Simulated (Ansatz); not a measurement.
```yaml
crystal:
  periodic: [false, false, false]
  atoms:
    - {symbol: Fe, position_ang: [0.000000, 0.000000, 0.000000]}
    - {symbol: H, position_ang: [0.000000, 0.000000, 1.630000]}
basis:
  gaussian: {orbitals: def2-TZVP}
total_charge: 1
magnetization: {spin_polarized: true, initial_magnetization: 4}
hamiltonian: {xc: pbe0}
relax: {f_tol: 0.004, max_steps: 80}
```

```sh
$ ansatz run in.yaml --threads 1 --pin off --events-out ev --progress --plain --max-ram 2176MiB
```

Steps of the relaxation (energy above the last step; positions in Å, forces in eV/Å):

```
2
step 1, 19.7 meV
Fe    0.000    0.000    0.000    0.000    0.000    0.659
H     0.000    0.000    1.630    0.000    0.000   -0.659
```

```
2
step 2, 0.3 meV
Fe    0.000    0.000    0.025    0.000    0.000    0.085
H     0.000    0.000    1.605    0.000    0.000   -0.085
```

```
2
step 3, 0.0 meV
Fe    0.000    0.000    0.029    0.000    0.000   -0.001
H     0.000    0.000    1.601    0.000    0.000    0.001
```

Close pairs at the end: Fe1–H2 1.572 Å.

A stationary point of unrestricted PBE0 after 3 steps, with ⟨S²⟩ = 6.017 against 6.00 for a pure state. 17 s on 1 thread of Arm Neoverse V1, shared host.
